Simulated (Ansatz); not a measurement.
Two structures of CH₆FSi, doublet, reached by relaxing down either side of one saddle point (PBE0-D4/def2-TZVP). Energies are electronic, without zero-point energy. Ansatz 0.2.0; basis: def2-TZVPP and def2-QZVPP; cores frozen in the correlated methods; orbitals are unrestricted. Extrapolation: Hartree–Fock as exp(−7.88 √X), correlation as X^−2.97. First:

```json
{"atom": "F1", "x (Å)": "0.3326", "y (Å)": "-0.4190", "z (Å)": "-1.4255"}
{"atom": "C2", "x (Å)": "-0.5737", "y (Å)": "0.6164", "z (Å)": "-1.5131"}
{"atom": "Si3", "x (Å)": "0.8562", "y (Å)": "-0.9364", "z (Å)": "1.6995"}
{"atom": "H4", "x (Å)": "-1.4737", "y (Å)": "0.3486", "z (Å)": "-0.9555"}
{"atom": "H5", "x (Å)": "-0.8200", "y (Å)": "0.7816", "z (Å)": "-2.5639"}
{"atom": "H6", "x (Å)": "-0.1262", "y (Å)": "1.5170", "z (Å)": "-1.0875"}
{"atom": "H7", "x (Å)": "1.1013", "y (Å)": "-1.1831", "z (Å)": "3.1471"}
{"atom": "H8", "x (Å)": "-0.5747", "y (Å)": "-1.1649", "z (Å)": "1.3698"}
{"atom": "H9", "x (Å)": "1.2780", "y (Å)": "0.4396", "z (Å)": "1.3291"}
```

Second:

```
9
angstrom
F 1.1916 -1.4077 -0.0697
C -0.8144 0.8972 -1.5201
Si 0.6358 -0.6977 1.2545
H -1.8615 0.7061 -1.3356
H -0.1730 0.1020 -1.8714
H -0.4202 1.8957 -1.3980
H 1.2540 -1.3780 2.4185
H -0.8369 -0.8487 1.2936
H 1.0246 0.7310 1.2281
```

Task: Which bonds change from the first to the second?

Result: CH₃F ([CH3][F]) + SiH₃ → SiH₃F ([F][SiH3]) + CH₃; bonds formed: F1–Si3; bonds broken: F1–C2.

Task: Give the saddle point's structure and its height above each. (An estimate is asked for; the value comes from the calculation.)

Result: The calculation gives: 1.092 eV above the first and 2.800 eV above the second (CCSD(T) at an estimated basis limit (MP2 extrapolated from triple and quadruple zeta, plus CCSD(T) − MP2 in triple zeta)).
F1  (0.183, -0.224, -0.423)
C2  (-0.599, 0.642, -1.593)
Si3  (0.640, -0.694, 1.454)
H4  (-1.642, 0.498, -1.345)
H5  (-0.269, 0.155, -2.501)
H6  (-0.221, 1.645, -1.444)
H7  (1.549, -1.728, 2.035)
H8  (-0.742, -0.943, 1.933)
H9  (1.100, 0.650, 1.883)
(Å)

The T1 diagnostic stays at or below 0.025. ⟨S²⟩ of the unrestricted Hartree–Fock references: 0.75 to 0.78 (a pure state has 0.75).

Radical steps of this kind take place in plasma deposition and etching.

Labels in which every atom is bracketed show which atoms are joined, not bond orders.

For scale, one of the runs: CCSD(T)/def2-TZVPP, 188 basis functions (an equivalent command: `ansatz run in.yaml --threads 4`). The run took 110 s on 4 CPU threads (shared host), with 5 GiB of host memory at its peak.
